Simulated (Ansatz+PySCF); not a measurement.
A calculation with PySCF 2.14.0.

```python
from pyscf import gto, scf, mp

mol = gto.M(atom="""
C 0.000000 0.000000 -0.820630
N 0.000000 0.000000 -1.989220
C 0.000000 0.000000 0.557680
H 0.000000 -0.978450 1.126080
H 0.000000 0.978450 1.126080
""", basis='cc-pvtz', charge=0, spin=1)
mf = scf.UHF(mol)
mf.kernel()
pt = mp.MP2(mf, frozen=3).run()
print(mf.e_tot, pt.e_corr, pt.e_tot)
```

The script is written out from the run's settings.

Output:

```json
{"Converged": "yes", "Reference energy": "-131.34746 hartree", "Correlation energy": "-0.45762 hartree", "Total energy": "-131.80508 hartree", "Spin squared of the determinant": "0.945"}
```

Caution: the unrestricted determinant is spin contaminated.
